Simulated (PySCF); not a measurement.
Species: C₅H₈Cl (charge +1).
SMILES with atom numbers: `[CH2:1]=[C:2]([Cl:3])[C+:4]([CH3:5])[CH3:6]` (hydrogens: H7, H8 on C1; H9, H10, H11 on C5; H12, H13, H14 on C6)

Computed with PBE0-D3(BJ)/def2-SVP geometry optimisation, gas phase (PySCF).

Q: List the bond lengths, angles and torsions at this level.

A: 
```
                   bond  length (Å)   order
                  C1=C2       1.361  double
                 C2–Cl3       1.721  single
                  C2–C4       1.437  single
           C4–C5, C4–C6       1.464  single
                  C1–H7       1.091  single
                  C1–H8       1.094  single
          C5–H9, C6–H12       1.094  single
C5–H10 and 3 like bonds       1.107  single
```

Bonds in one row agree within 0.01 Å and their mean is given. Orders are formal, as drawn. A selection of angles:
```
     angle  degrees
  C2–C1–H7    122.0
  C2–C1–H8    120.3
  H7–C1–H8    117.7
 C1–C2–Cl3    119.3
  C1–C2–C4    122.5
 Cl3–C2–C4    118.2
  C2–C4–C5    118.9
  C2–C4–C6    123.1
  C5–C4–C6    118.0
  C4–C5–H9    113.7
 C4–C5–H10    108.5
 H9–C5–H10    110.5
 H9–C5–H11    111.2
H10–C5–H11    102.8
 C4–C6–H12    116.8
 C4–C6–H13    108.3
```

Dihedral angles: C1–C2–C4–C5 178° (antiperiplanar). The mirror-image conformer, all signs reversed, is as good.

The 6 heavy atoms lie in one plane (0.016 Å rms). The C–C distances run from 1.361 Å (C1=C2, drawn double in one of several resonance forms) to 1.466 Å (C4–C6, drawn single), a spread of 0.105 Å. C1 (carbon bonded to C and 2 H) is planar (angles 122.0°, 120.3° and 117.7°, sum 360.0°, 0.00 Å off the plane of its three neighbours). C4 (carbon bonded to 3 C) is planar (angles 123.1°, 118.9° and 118.0°, sum 360.0°, 0.00 Å off the plane of its three neighbours). Of the pairs four or more bonds apart, H7···H12 is among the closest relative to their van der Waals radii: 1.95 Å, 81 % of the sum of Bondi's values. C2 (carbon bonded to 2 C and Cl) is planar (angles 122.5°, 119.3° and 118.2°, sum 360.0°, 0.00 Å off the plane of its three neighbours).

Point group: near Cs, missed by 0.13 Å at most; the miss may be what the optimiser left on a soft mode. No frequency check.

The run took 84 s wall on an Arm Neoverse V1 with one thread, no GPU, on a shared host. This is the geometry optimisation.
